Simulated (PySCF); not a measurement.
How exact exchange moves a shielding

Molecule: SMILES C=CCNCC, C₅H₁₁N.

Geometry:
```tsv
atom	x (Å)	y (Å)	z (Å)
C1	3.012	0.108	0.713
C2	1.729	-0.240	0.817
C3	0.917	-0.848	-0.293
N4	-0.222	-0.064	-0.728
C5	-1.336	0.008	0.192
C6	-2.494	0.775	-0.418
H7	3.571	-0.063	-0.214
H8	3.557	0.565	1.543
H9	1.204	-0.056	1.764
H10	1.576	-1.034	-1.159
H11	0.538	-1.837	0.023
H12	0.082	0.873	-0.987
H13	-1.655	-1.026	0.412
H14	-1.081	0.459	1.176
H15	-2.797	0.319	-1.372
H16	-3.361	0.791	0.259
H17	-2.212	1.822	-0.620
```

GIAO shieldings (ppm, equivalent atoms averaged) in PySCF on the PBE0-D3(BJ)/def2-SVP geometry, basis pcSseg-1, gas phase, non-relativistic:

| functional | exact exchange (%) | σ(C3) | σ(N4) |
| --- | --- | --- | --- |
| BLYP | 0 | 114.6 | 181.6 |
| BP86 | 0 | 120.3 | 190.1 |
| PBE | 0 | 120.5 | 189.1 |
| B3LYP | 20 | 121.1 | 191.2 |
| PBE0 | 25 | 127.9 | 200.0 |
| BHandHLYP | 50 | 129.1 | 201.8 |
| HF | 100 | 141.5 | 216.6 |

(1) Fit each shielding as a line in the percentage of exact exchange.

(2) What does the line predict for mPW1PW91 (25 %), and what does the run give?

## Answers

(1) σ(C3) = 118.6 + 0.23 x (rms 2.4 ppm); σ(N4) = 187.5 + 0.30 x (rms 3.3 ppm). The functionals also differ in their semilocal parts, which the line can't hold; Hartree–Fock has no correlation at all.

(2) σ(C3): 124.3 predicted, 127.2 computed; σ(N4): 195.0 predicted, 199.3 computed ppm.
